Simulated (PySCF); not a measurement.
Isomers of C3H4O, mass 56.026 u with the commonest isotopes. Theory: PySCF, PBE0-D3(BJ)/def2-SVP geometry optimisation, gas phase. One conformer each, none proved a minimum here; rigid rotors.

**Question.** Order these by radius of gyration √(Σ m r²/M), smallest first.
A. methylketene (`CC=C=O`)
B. `[CH:1]#[C:2][CH2:3][OH:4]` with C2–C3–O4–H 179°
C. `C1OCC=1`

**Answer.** C (1.102 Å), B (1.473 Å), A (1.492 Å).

**Question.** Order these by rotational constant A, smallest first.
A. `C(C)=C=O` (methylketene)
B. `[CH:1]#[C:2][CH2:3][OH:4]` with C2–C3–O4–H 179°
C. `C1=COC1`

**Answer.** C (15077 MHz), B (35964 MHz), A (40029 MHz).

**Question.** Order these by dipole moment, smallest first.
A. `[CH:1]#[C:2][CH2:3][OH:4]` with C2–C3–O4–H 179°
B. `C1=COC1`
C. `CC=C=O` (methylketene)

**Answer.** B (1.21 D), C (1.72 D), A (1.92 D).

```tsv
SMILES	point group	Ia (u·Å²)	Ib (u·Å²)	Ic (u·Å²)	κ	μa (D)	μb (D)	μc (D)
CC=C=O	near Cs	12.63	113.69	123.12	-0.98	1.68	0.37	0.00
C#CCO	–	14.05	109.12	119.99	-0.97	0.97	1.66	0.04
C1=COC1	Cs	33.52	36.14	66.37	0.71	1.02	0.65	0.00
```
